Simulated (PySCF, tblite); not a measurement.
**LiNH₃+, an ion with solvent molecules: NMR shifts, interaction energy, infrared bands, spin-spin couplings, core binding energies and electronic excitations**

The task here is to estimate one member of a computed series from the others.

Programs: tblite 0.8.0 and PySCF 2.14.0. All values are calculated, for the isolated system unless a continuum is named. Atoms count from 0, parts from 1.

## The system as given

5 atoms, charge 1, multiplicity 1; geometry: rigid parts in contact. Parts: 1 = atom 0, `[Li+]`, charge 1; 2 = atoms 1–4, `N`, charge 0.

The first run:

The job: settings as JSON, then the geometry in Å.

```
{"job": {"kind": "dock", "xc": "GFN2-xTB", "basis": "xTB"}, "charge": 1, "multiplicity": 1, "parts": [{"atoms": "0-0", "charge": 1, "multiplicity": 1}, {"atoms": "1-4", "charge": 0, "multiplicity": 1}]}
Li     0.000000     0.000000     0.000000
N      0.964638    -1.584893    -1.820328
H      0.626145    -0.834743    -2.410365
H      1.569784    -2.169556    -2.383744
H      0.165973    -2.143795    -1.545937
```

Level: GFN2-xTB search for minima from random contacts, gas phase.

Started as:

```bash
$ OMP_NUM_THREADS=1 python cluster_run.py task.json out
```

The driver reads the jobs from task.json and runs them one after another.

Among the steps run: Docking the parts with GFN2-xTB; Optimising the geometry at PBE0-D3(BJ)/def2-TZVPD; Shielding tensors: PBE0/pcSseg-3; Coupled-cluster interaction energy: CCSD(T) and MP2.

One of the session's tables, all rows but one given; the rest of the session is left out.

It belongs to the step «Coupled-cluster interaction energy: CCSD(T) and MP2». 

| method | interaction energy (kcal/mol) |
| --- | --- |
| HF/aug-cc-pVDZ | -39.71 |
| MP2/aug-cc-pVDZ | -37.58 |
| CCSD/aug-cc-pVDZ | -37.63 |
| CCSD(T)/aug-cc-pVDZ | -37.34 |
| HF/aug-cc-pVQZ | -40.61 |
| MP2/aug-cc-pVQZ | -38.79 |
| SCS-MP2/aug-cc-pVQZ | ? |
| MP2, extrapolated | -38.91 |
| CCSD(T), limit estimate | -38.66 |

**Question.** Estimate the row for SCS-MP2/aug-cc-pVQZ.

**Answer.** interaction energy (kcal/mol): -38.88. In the column «interaction energy (kcal/mol)» it lies between MP2, extrapolated (-38.91) and MP2/aug-cc-pVQZ (-38.79).
